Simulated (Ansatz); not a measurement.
A run of Ansatz (development build ahead of 0.2.0) on singlet MgSi at this shape:

```xyz
2

Mg    0.0000    0.0000    0.0000
Si    0.0000    0.0000    2.4343
```

Its results:

| Quantity | Value |
| --- | --- |
| Converged | yes |
| Total energy | -489.21938 hartree |
| Spin squared of the determinant | 0.000 |
| Stability test | minimum among restricted orbitals |

(1) Which input gives this output? Name the method, the orbitals and the basis set, and write the input.

## Answers

(1) PBE0 (restricted) in pcseg-2. An unrestricted run that stays on the closed shell gives the same numbers.

```yaml
crystal:
  periodic: [false, false, false]
  atoms:
    - { symbol: Mg, position_ang: [0.0, 0.0, 0.0] }
    - { symbol: Si, position_ang: [0.0, 0.0, 2.4343] }
basis:
  gaussian: { orbitals: pcseg-2 }
hamiltonian:
  xc: pbe0
```

Caution: an unrestricted determinant lies well below.
